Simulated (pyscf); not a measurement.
## Four-centre exchange: `[CH3][ZnH]` + `[CH3][OH]` -> `[CH3][CH3]` + `[OH][ZnH]`

Gas phase, singlet surface, charge 0. Bonds broken: C1–Zn2, C7–O8. Bonds formed: C1–C7, Zn2–O8. Optimised with ωB97X-D3(BJ)/def2-SVP in PySCF.

Transition state (Å):

```xyz
12

C     -1.9257    -0.5041     0.0790
Zn    -1.2555     0.8491     1.5891
H     -1.3903    -1.2779    -0.4866
H     -2.6957    -0.0379    -0.5534
H     -2.4256    -1.0236     0.9247
H     -1.9941     1.8971     2.4670
C      0.0013     0.7204    -0.5908
O      0.5639     0.2127     1.3714
H      0.4837     1.6517    -0.2838
H     -0.8186     0.8733    -1.2946
H      0.7091    -0.0451    -0.9089
H      0.5351    -0.7445     1.2427
```

One imaginary mode, 686i cm⁻¹; descent along it reached the two sides named, in the forms told below.

```
bond    change  reactant side (Å)  saddle  product side
------  ------  -----------------  ------  ------------
C1–Zn2  breaks              1.971   2.136           3.4
C7–O8   breaks              1.421   2.103           3.3
C1–C7    forms                4.6   2.379         1.528
Zn2–O8   forms              2.199   1.940         1.783
```

Electronic energies relative to the separated reactants (kcal/mol):

```csv
level,barrier,reaction energy,reverse barrier
ωB97X-D3(BJ)/def2-TZVP,72.7,-27.0,99.8
PBE/def2-TZVP,63.6,-26.5,90.2
r²SCAN/def2-TZVP,63.0,-28.1,91.1
B3LYP-D3(BJ)/def2-TZVP,67.9,-27.4,95.3
PBE0-D3(BJ)/def2-TZVP,70.4,-26.5,96.9
M06-2X/def2-TZVP,71.0,-27.4,98.4
ωB97M-D3(BJ)/def2-TZVP,71.9,-27.1,99.0
HF/def2-TZVP,94.8,-28.2,122.9
```

With ωB97M-D3(BJ)/def2-TZVP energies and thermal terms (ideal gas, 1 atm, RRHO with modes under 100 cm⁻¹ raised to 100, one conformer, R ln 2 for chiral ones without a mode under 150 cm⁻¹), in kcal/mol:

```csv
T (K),ΔH‡,ΔG‡,ΔH,ΔG
298,70.6,81.0,-26.8,-26.0
600,71.8,91.1,-26.8,-25.1
900,72.8,100.6,-26.8,-24.3
1200,73.7,109.7,-26.9,-23.4
```

On the reactant side the descent ends in an adduct with a O–Zn contact (not fully relaxed), 8.9 kcal/mol under the separated species and 81.7 kcal/mol under the saddle at ωB97X-D3(BJ)/def2-TZVP. What is counted as formed (O–Zn) is already present as a longer contact in the reactant adduct; forming that adduct is a step of its own. The same reactants have a lower exit, to H₃C–O–Zn–CH₃ + H₂ (barrier +17.6 kcal/mol at ωB97M-D3(BJ)/def2-TZVP, against +71.9 kcal/mol here). This is the saddle that the search found; another between the same sides may lie lower. Elements up to Kr have no core potential and no relativistic terms here.
